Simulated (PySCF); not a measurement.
PySCF input (HF/def2-TZVPD):

```python
from pyscf import gto, scf, dft

mol = gto.M(
    atom='''
    C     0.01909113    0.15267994   -1.32752912
    Cl   -0.01118660    0.00667210    0.64763898
    H     0.90111306   -0.49482969   -1.50763755
    H    -0.82548774   -0.53467571   -1.53705043
    ''',
    basis='def2-tzvpd',
    charge=-1,
    spin=0,
    verbose=4,
)

mf = scf.RHF(mol).density_fit(auxbasis='def2-universal-jkfit')
mf.conv_tol = 1e-9
mf.max_cycle = 100
mf.max_memory = 1500
mf.kernel()
if not mf.converged:
    mf = mf.newton()
    mf.kernel(mf.make_rdm1())
mf.analyze()
```

Output:

```
PySCF version 2.14.0

[INPUT] verbose = 4
[INPUT] num. atoms = 4
[INPUT] num. electrons = 26
[INPUT] charge = -1
[INPUT] spin (= nelec alpha-beta = 2S) = 0
[INPUT] symmetry False subgroup None
[INPUT] Mole.unit = angstrom
[INPUT] Symbol           X                Y                Z      unit          X                Y                Z       unit  Magmom
[INPUT]  1 C      0.019091130000   0.152679940000  -1.327529120000 AA    0.036077007108   0.288523271315  -2.508666459185 Bohr   0.0
[INPUT]  2 Cl    -0.011186600000   0.006672100000   0.647638980000 AA   -0.021139610265   0.012608441676   1.223860299793 Bohr   0.0
[INPUT]  3 H      0.901113060000  -0.494829690000  -1.507637550000 AA    1.702856890669  -0.935092592403  -2.849022064610 Bohr   0.0
[INPUT]  4 H     -0.825487740000  -0.534675710000  -1.537050430000 AA   -1.559945747786  -1.010390657357  -2.904604352345 Bohr   0.0

nuclear repulsion = 40.7995561950447
number of shells = 39
number of NR pGTOs = 146
number of NR cGTOs = 101
basis = def2-tzvpd
ecp = {}

******** <class 'pyscf.df.df_jk.DFRHF'> ********
method = DFRHF
initial guess = minao
damping factor = 0
level_shift factor = 0
DIIS = <class 'pyscf.scf.diis.CDIIS'>
diis_start_cycle = 1
diis_space = 8
diis_damp = 0
SCF conv_tol = 1e-09
SCF conv_tol_grad = None
SCF max_cycles = 100
direct_scf = False
Set gradient conv threshold to 3.16228e-05
Initial guess from minao.
******** <class 'pyscf.df.df.DF'> ********
auxbasis = def2-universal-jkfit
init E= -498.200818996891
  HOMO = -0.187711220688279  LUMO = 0.0252188512703029  gap/eV = 5.79412
cycle= 1 E= -498.459768222824  delta_E= -0.259  |g|= 0.258  |ddm|= 1.54
  HOMO = -0.0678259874249392  LUMO = 0.206409652435344  gap/eV = 7.46233
cycle= 2 E= -498.482660120126  delta_E= -0.0229  |g|= 0.111  |ddm|= 0.85
  HOMO = -0.0887955715125024  LUMO = 0.202596623787045  gap/eV = 7.92919
cycle= 3 E= -498.485768225349  delta_E= -0.00311  |g|= 0.0277  |ddm|= 0.182
  HOMO = -0.0943764861263929  LUMO = 0.202691509165678  gap/eV = 8.08363
cycle= 4 E= -498.486381111461  delta_E= -0.000613  |g|= 0.0108  |ddm|= 0.131
  HOMO = -0.0933475594926563  LUMO = 0.202535577886689  gap/eV = 8.05139
cycle= 5 E= -498.486552709629  delta_E= -0.000172  |g|= 0.00492  |ddm|= 0.073
  HOMO = -0.0944069263842913  LUMO = 0.202431082089248  gap/eV = 8.07737
cycle= 6 E= -498.486592501193  delta_E= -3.98e-05  |g|= 0.00255  |ddm|= 0.0467
  HOMO = -0.0940205139246508  LUMO = 0.202261073876631  gap/eV = 8.06223
cycle= 7 E= -498.48660382804  delta_E= -1.13e-05  |g|= 0.000929  |ddm|= 0.0338
  HOMO = -0.0941227834636749  LUMO = 0.202230822475951  gap/eV = 8.06419
cycle= 8 E= -498.486605272466  delta_E= -1.44e-06  |g|= 0.000295  |ddm|= 0.0138
  HOMO = -0.0941241325917126  LUMO = 0.202215801573207  gap/eV = 8.06382
cycle= 9 E= -498.486605406911  delta_E= -1.34e-07  |g|= 0.000107  |ddm|= 0.00213
  HOMO = -0.0941248183538086  LUMO = 0.20221432228945  gap/eV = 8.06380
cycle= 10 E= -498.486605427035  delta_E= -2.01e-08  |g|= 3.15e-05  |ddm|= 0.00316
  HOMO = -0.0941216757581529  LUMO = 0.202215325365227  gap/eV = 8.06374
cycle= 11 E= -498.486605428641  delta_E= -1.61e-09  |g|= 8.98e-06  |ddm|= 0.00133
  HOMO = -0.0941226508843336  LUMO = 0.202215104741846  gap/eV = 8.06376
cycle= 12 E= -498.486605428708  delta_E= -6.75e-11  |g|= 2.24e-06  |ddm|= 0.000126
  HOMO = -0.0941227675346532  LUMO = 0.20221512806101  gap/eV = 8.06376
Extra cycle  E= -498.486605428716  delta_E= -7.5e-12  |g|= 1.02e-06  |ddm|= 2.4e-05
converged SCF energy = -498.486605428716
**** SCF Summaries ****
Total Energy =                        -498.486605428715905
Nuclear Repulsion Energy =              40.799556195044659
One-electron Energy =                 -775.011844117042074
Two-electron Energy =                  235.725682493281482
Two-electron Coulomb Energy =          269.297007801898587
DFT Exchange-Correlation Energy =      -33.571325308617105
HOMO-LUMO gap [eV] =                     8.063764869408038
**** MO energy ****
MO #1   energy= -104.576968569757  occ= 2
MO #2   energy= -11.0176234132491  occ= 2
MO #3   energy= -10.3040728700881  occ= 2
MO #4   energy= -7.77079044709642  occ= 2
MO #5   energy= -7.7701292186645   occ= 2
MO #6   energy= -7.77003584827921  occ= 2
MO #7   energy= -0.839610607933245 occ= 2
MO #8   energy= -0.623244400125397 occ= 2
MO #9   energy= -0.324720308936307 occ= 2
MO #10  energy= -0.262718608924715 occ= 2
MO #11  energy= -0.226797810700376 occ= 2
MO #12  energy= -0.199402685117938 occ= 2
MO #13  energy= -0.0941227675346532 occ= 2
MO #14  energy= 0.20221512806101   occ= 0
MO #15  energy= 0.234179940519363  occ= 0
MO #16  energy= 0.239213167930264  occ= 0
MO #17  energy= 0.250575315795693  occ= 0
MO #18  energy= 0.314549472869695  occ= 0
MO #19  energy= 0.334492594658804  occ= 0
MO #20  energy= 0.373468560422811  occ= 0
MO #21  energy= 0.402128204618744  occ= 0
MO #22  energy= 0.405113098876714  occ= 0
MO #23  energy= 0.420036458562568  occ= 0
MO #24  energy= 0.480727797570239  occ= 0
MO #25  energy= 0.485123375584016  occ= 0
MO #26  energy= 0.506320331811468  occ= 0
MO #27  energy= 0.520559985477273  occ= 0
MO #28  energy= 0.521578759861389  occ= 0
MO #29  energy= 0.543075962363702  occ= 0
MO #30  energy= 0.55345263536088   occ= 0
MO #31  energy= 0.56465955229743   occ= 0
MO #32  energy= 0.569188174379783  occ= 0
MO #33  energy= 0.588389804549291  occ= 0
MO #34  energy= 0.602188932590502  occ= 0
MO #35  energy= 0.615092995940102  occ= 0
MO #36  energy= 0.62100282364277   occ= 0
MO #37  energy= 0.643782463260618  occ= 0
MO #38  energy= 0.797364194390269  occ= 0
MO #39  energy= 0.802308637877573  occ= 0
MO #40  energy= 0.802734952608918  occ= 0
MO #41  energy= 0.862553346471145  occ= 0
MO #42  energy= 0.949638199098628  occ= 0
MO #43  energy= 0.95150902080869   occ= 0
MO #44  energy= 1.01604612407108   occ= 0
MO #45  energy= 1.02762577135162   occ= 0
MO #46  energy= 1.03240841176312   occ= 0
MO #47  energy= 1.04724161875708   occ= 0
MO #48  energy= 1.04960868831617   occ= 0
MO #49  energy= 1.08327669591611   occ= 0
MO #50  energy= 1.09924470253285   occ= 0
MO #51  energy= 1.18305508363996   occ= 0
MO #52  energy= 1.30961437047699   occ= 0
MO #53  energy= 1.35266190385714   occ= 0
MO #54  energy= 1.3806740334306    occ= 0
MO #55  energy= 1.5226269072965    occ= 0
MO #56  energy= 1.52510055590678   occ= 0
MO #57  energy= 1.77403875748042   occ= 0
MO #58  energy= 2.10352130298648   occ= 0
MO #59  energy= 2.14176412831929   occ= 0
MO #60  energy= 2.21866739281801   occ= 0
MO #61  energy= 2.27211944974075   occ= 0
MO #62  energy= 2.30449994317879   occ= 0
MO #63  energy= 2.3539989321996    occ= 0
MO #64  energy= 2.45988885140851   occ= 0
MO #65  energy= 2.51172706252541   occ= 0
MO #66  energy= 2.53179469269564   occ= 0
MO #67  energy= 2.53980163741438   occ= 0
MO #68  energy= 2.55291589824606   occ= 0
MO #69  energy= 2.55962605747021   occ= 0
MO #70  energy= 2.57764078912131   occ= 0
MO #71  energy= 2.66244039634162   occ= 0
MO #72  energy= 2.66814323479627   occ= 0
MO #73  energy= 2.67168473353311   occ= 0
MO #74  energy= 2.70523153850361   occ= 0
MO #75  energy= 2.76188768044335   occ= 0
MO #76  energy= 2.79349350508473   occ= 0
MO #77  energy= 2.91050717096065   occ= 0
MO #78  energy= 2.92033697781037   occ= 0
MO #79  energy= 3.01257869023408   occ= 0
MO #80  energy= 3.03192683250893   occ= 0
MO #81  energy= 3.17539519070625   occ= 0
MO #82  energy= 3.21546203370639   occ= 0
MO #83  energy= 3.28661238213045   occ= 0
MO #84  energy= 3.31413009627666   occ= 0
MO #85  energy= 3.54157442965333   occ= 0
MO #86  energy= 3.64062537171075   occ= 0
MO #87  energy= 3.66012061837716   occ= 0
MO #88  energy= 3.77788933210636   occ= 0
MO #89  energy= 3.78188913165478   occ= 0
MO #90  energy= 3.91485486372084   occ= 0
MO #91  energy= 3.94741750643955   occ= 0
MO #92  energy= 4.14038661095381   occ= 0
MO #93  energy= 4.20935748988423   occ= 0
MO #94  energy= 4.62520340556596   occ= 0
MO #95  energy= 4.9007193314362    occ= 0
MO #96  energy= 4.91925588158791   occ= 0
MO #97  energy= 11.8426094253527   occ= 0
MO #98  energy= 11.8471098529393   occ= 0
MO #99  energy= 12.2206497803348   occ= 0
MO #100 energy= 23.3150067170842   occ= 0
MO #101 energy= 26.5345129517038   occ= 0
 ** Mulliken pop on meta-lowdin orthogonal AOs  **
 ** Mulliken pop  **
pop of  0 C 1s            1.99999
pop of  0 C 2s            1.39032
pop of  0 C 3s            0.01230
pop of  0 C 4s            0.00269
pop of  0 C 5s            0.00088
pop of  0 C 6s            0.00038
pop of  0 C 2px           1.03937
pop of  0 C 2py           1.53335
pop of  0 C 2pz           0.56084
pop of  0 C 3px           0.00155
pop of  0 C 3py           0.02253
pop of  0 C 3pz           0.00351
pop of  0 C 4px           0.00007
pop of  0 C 4py           0.00229
pop of  0 C 4pz           0.00078
pop of  0 C 3dxy          0.00437
pop of  0 C 3dyz          0.00146
pop of  0 C 3dz^2         0.00417
pop of  0 C 3dxz          0.00069
pop of  0 C 3dx2-y2       0.00113
pop of  0 C 4dxy          0.00016
pop of  0 C 4dyz          0.00120
pop of  0 C 4dz^2         0.00015
pop of  0 C 4dxz          0.00015
pop of  0 C 4dx2-y2       0.00011
pop of  0 C 5dxy          0.00002
pop of  0 C 5dyz          0.00336
pop of  0 C 5dz^2         0.00030
pop of  0 C 5dxz          0.00050
pop of  0 C 5dx2-y2       0.00034
pop of  0 C 4f-3          0.00057
pop of  0 C 4f-2          0.00000
pop of  0 C 4f-1          0.00007
pop of  0 C 4f+0          0.00045
pop of  0 C 4f+1          0.00002
pop of  0 C 4f+2          0.00003
pop of  0 C 4f+3          0.00002
pop of  1 Cl 1s           2.00000
pop of  1 Cl 2s           1.99995
pop of  1 Cl 3s           1.91720
pop of  1 Cl 4s           0.00389
pop of  1 Cl 5s           0.00131
pop of  1 Cl 6s           0.00053
pop of  1 Cl 2px          2.00000
pop of  1 Cl 2py          2.00000
pop of  1 Cl 2pz          1.99999
pop of  1 Cl 3px          1.98999
pop of  1 Cl 3py          1.98709
pop of  1 Cl 3pz          1.53958
pop of  1 Cl 4px          0.00548
pop of  1 Cl 4py          0.00359
pop of  1 Cl 4pz          0.00142
pop of  1 Cl 5px          0.00002
pop of  1 Cl 5py          0.00085
pop of  1 Cl 5pz          0.00036
pop of  1 Cl 6px          0.00003
pop of  1 Cl 6py          0.00058
pop of  1 Cl 6pz          0.00050
pop of  1 Cl 7px          0.00002
pop of  1 Cl 7py          0.00029
pop of  1 Cl 7pz          0.00035
pop of  1 Cl 3dxy         0.00003
pop of  1 Cl 3dyz         0.00600
pop of  1 Cl 3dz^2        0.00539
pop of  1 Cl 3dxz         0.00096
pop of  1 Cl 3dx2-y2      0.00007
pop of  1 Cl 4dxy         0.00003
pop of  1 Cl 4dyz         0.00272
pop of  1 Cl 4dz^2        0.00010
pop of  1 Cl 4dxz         0.00031
pop of  1 Cl 4dx2-y2      0.00004
pop of  1 Cl 5dxy         0.00001
pop of  1 Cl 5dyz         0.00362
pop of  1 Cl 5dz^2        0.00016
pop of  1 Cl 5dxz         0.00046
pop of  1 Cl 5dx2-y2      0.00003
pop of  1 Cl 4f-3         0.00000
pop of  1 Cl 4f-2         0.00001
pop of  1 Cl 4f-1         0.00012
pop of  1 Cl 4f+0         0.00028
pop of  1 Cl 4f+1         0.00007
pop of  1 Cl 4f+2         0.00000
pop of  1 Cl 4f+3         0.00000
pop of  2 H 1s            0.94753
pop of  2 H 2s            0.00401
pop of  2 H 3s            0.00132
pop of  2 H 2px           0.00080
pop of  2 H 2py           0.00624
pop of  2 H 2pz           0.00053
pop of  2 H 3px           0.00036
pop of  2 H 3py           0.00693
pop of  2 H 3pz           0.00053
pop of  3 H 1s            0.94753
pop of  3 H 2s            0.00401
pop of  3 H 3s            0.00132
pop of  3 H 2px           0.00080
pop of  3 H 2py           0.00622
pop of  3 H 2pz           0.00054
pop of  3 H 3px           0.00030
pop of  3 H 3py           0.00699
pop of  3 H 3pz           0.00053
 ** Mulliken atomic charges  **
charge of    0C =     -0.59011
charge of    1Cl =     -0.47342
charge of    2H =      0.03177
charge of    3H =      0.03177

WARN: System has nonzero charge -1; the dipole moment is origin-dependent.
Location of origin: [0. 0. 0.]

Dipole moment(X, Y, Z, Debye):  0.01300, -1.76763,  1.63158
```

It need not be the lowest isomer of its formula. Whether it binds its extra electron was not tested at this geometry.
